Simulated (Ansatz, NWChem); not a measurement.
Computed against measured: dipole moment

8 molecules with nitrogen; the dipole moment in D, computed less measured. Shapes, held fixed at every level: PBE0-D4/def2-TZVP. No vibrational averaging. Dipoles are compared by magnitude; molecules under 1 D, whose direction can flip, are left out. Programs: Ansatz 0.2.0, NWChem 7.3.0. A level may come from different programs for different species; with the same settings they agree closely. Measured values: NIST CCCBDB.

Levels: A = HF/def2-SVP; B = B3LYP/6-31G* (spherical functions); C = PBE0/def2-SVP.

| molecule | measured | A | B | C |
| --- | --- | --- | --- | --- |
| NOF (nitrosyl fluoride) | 1.81 | -0.24 | -0.70 | -0.56 |
| C3HN (cyanoacetylene) | 3.72 | +0.37 | +0.09 | +0.02 |
| C2F3N (cyanotrifluoromethane) | 1.33 | -0.16 | +0.14 | -0.05 |
| C3H3N (acrylonitrile) | 3.87 | +0.36 | -0.02 | -0.05 |
| CH5N (methylamine) | 1.31 | +0.13 | +0.10 | +0.03 |
| C2H5N (N-methylmethanimine) | 1.53 | +0.21 | -0.13 | -0.09 |
| C3H3NO (oxazole) | 1.50 | +0.02 | +0.05 | +0.05 |
| C4H5N (pyrrole) | 1.84 | +0.18 | +0.10 | +0.19 |

Task: Sum up the errors.

Result: 
```json
{"level": "HF/def2-SVP", "kind": "Hartree–Fock", "mean error": "+0.109", "mean absolute error": "0.209", "worst case": "C3HN"}
{"level": "B3LYP/6-31G* (spherical functions)", "kind": "global hybrid", "mean error": "-0.046", "mean absolute error": "0.166", "worst case": "NOF"}
{"level": "PBE0/def2-SVP", "kind": "global hybrid", "mean error": "-0.058", "mean absolute error": "0.130", "worst case": "NOF"}
```

On this set PBE0/def2-SVP has the smallest mean absolute error and HF/def2-SVP the largest. HF/def2-SVP is too high in 6 of 8. The levels differ in basis as well as in method. The tabulated values of NOF, C2F3N, C4H5N are in doubt (older tables, estimates, or at odds with other calculations) and kept here. Over the 5 molecules whose values aren't doubted the mean absolute errors are A 0.218; B 0.078; C 0.048. The set is small.
